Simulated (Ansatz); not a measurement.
Results of PBE-D3(BJ) in Ansatz (PAW) for rhombohedral A7 Bi.

Settings: plane-wave cutoff 500 eV, 20×20×20 k mesh, Fermi–Dirac smearing 0.1 eV, scalar-relativistic PAW data made under PBE.

Computed at the level's own relaxed cell.

Task: Estimate the volume per atom, lattice parameter a and lattice parameter c that the calculation returns.

Result: 
volume per atom: 34.56 Å³/atom
lattice parameter a: 4.533 Å
lattice parameter c: 11.654 Å

Measured, for comparison: lattice constant a 4.533 Å, lattice parameter c 11.796 Å (low temperature, zero-point motion not removed, hexagonal setting; as tabulated in Arnaud et al. (2016), arXiv:1602.08959). Computed (rounded) less measured: lattice constant a 0.0 %, lattice parameter c -1.2 %.

Spin–orbit coupling is not included; it can shift volumes and moduli of such heavy elements.

Static lattice: no zero-point or thermal effects.

Cost on a shared machine: around 7 core-minutes (rough).

Ansatz is a quantum-chemistry and plane-wave program.
